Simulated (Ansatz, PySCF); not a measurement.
System: silicon monoxide, SiO, charge 0, multiplicity 1. 
Structure (B3LYP-D3(BJ)/def2-TZVP (Ansatz, a program for electronic structure) minimum search):
SMILES: [Si-]#[O+]
```xyz
2

Si     0.0000     0.0000    -0.5502
O      0.0000     0.0000     0.9629
```
Charge 0, spin multiplicity 1.


Wanted: enthalpy of formation at 298 K (from the atomisation energy, B3LYP-D3(BJ)/def2-TZVP harmonic zero-point and thermal terms from PySCF, and the atoms' enthalpies of formation in the G2/97 table, which holds older values for B and Si; no spin-orbit terms, and no core term in the frozen-core levels), in kcal/mol. Correlated levels leave the core frozen unless marked. UHF or UKS for open shells. No spin-orbit coupling. No relativistic terms. The coupled-cluster limit lacks core correlation, which all-electron functionals hold. CBS(X,Y): correlation extrapolated as X^-3; Hartree-Fock from the larger set (for Q and 5 zeta extrapolated as (X+1)exp(-9√X)).

Measured: -24.6 kcal/mol (G2/97 table in ASE (Curtiss et al.)); it holds spin-orbit and relativistic effects, which these rows lack, and core correlation, which the frozen-core levels lack. This is an older compilation, not checked against later work.

```json
[
 {"level": "HF/aug-cc-pV(D+d)Z", "program": "Ansatz", "enthalpy of formation at 298 K (kcal/mol)": "64.2", "error against measurement": "88.8"},
 {"level": "HF/def2-QZVPP", "program": "Ansatz", "enthalpy of formation at 298 K (kcal/mol)": "57.0", "error against measurement": "81.6"},
 {"level": "BLYP-D4/def2-TZVPD", "program": "Ansatz + dftd4", "enthalpy of formation at 298 K (kcal/mol)": "-28.4", "error against measurement": "-3.8"},
 {"level": "revPBE/def2-TZVPD", "program": "Ansatz", "enthalpy of formation at 298 K (kcal/mol)": "-19.8", "error against measurement": "4.8"},
 {"level": "r2SCAN-D4/def2-TZVPD", "program": "Ansatz + dftd4", "enthalpy of formation at 298 K (kcal/mol)": "-19.9", "error against measurement": "4.7"},
 {"level": "r2SCANh-D4/def2-TZVPD", "program": "Ansatz + dftd4", "enthalpy of formation at 298 K (kcal/mol)": "-15.2", "error against measurement": "9.4"},
 {"level": "MN15-D3(BJ)/def2-TZVPD", "program": "PySCF + dftd3", "enthalpy of formation at 298 K (kcal/mol)": "-26.7", "error against measurement": "-2.1"},
 {"level": "HSE06/def2-TZVPD", "program": "Ansatz", "enthalpy of formation at 298 K (kcal/mol)": "-15.0", "error against measurement": "9.6"},
 {"level": "MP2/aug-cc-pV(T+d)Z", "program": "Ansatz", "enthalpy of formation at 298 K (kcal/mol)": "-30.8", "error against measurement": "-6.2"},
 {"level": "MP2/CBS(cc-pV(Q+d)Z,cc-pV(5+d)Z)", "program": "Ansatz", "enthalpy of formation at 298 K (kcal/mol)": "-37.8", "error against measurement": "-13.2"},
 {"level": "SCS-MP2/cc-pwCVTZ", "program": "Ansatz", "enthalpy of formation at 298 K (kcal/mol)": "-24.9", "error against measurement": "-0.3"},
 {"level": "CCSD/def2-SVP", "program": "Ansatz", "enthalpy of formation at 298 K (kcal/mol)": "3.6", "error against measurement": "28.2"},
 {"level": "CCSD(T)/aug-cc-pV(T+d)Z", "program": "Ansatz", "enthalpy of formation at 298 K (kcal/mol)": "-17.4", "error against measurement": "7.2"},
 {"level": "CCSDT/cc-pV(D+d)Z", "program": "Ansatz", "enthalpy of formation at 298 K (kcal/mol)": "1.4", "error against measurement": "26.0"},
 {"level": "CCSD(T)/CBS(cc-pV(Q+d)Z,cc-pV(5+d)Z)", "program": "Ansatz", "enthalpy of formation at 298 K (kcal/mol)": "-24.1", "error against measurement": "0.5"}
]
```
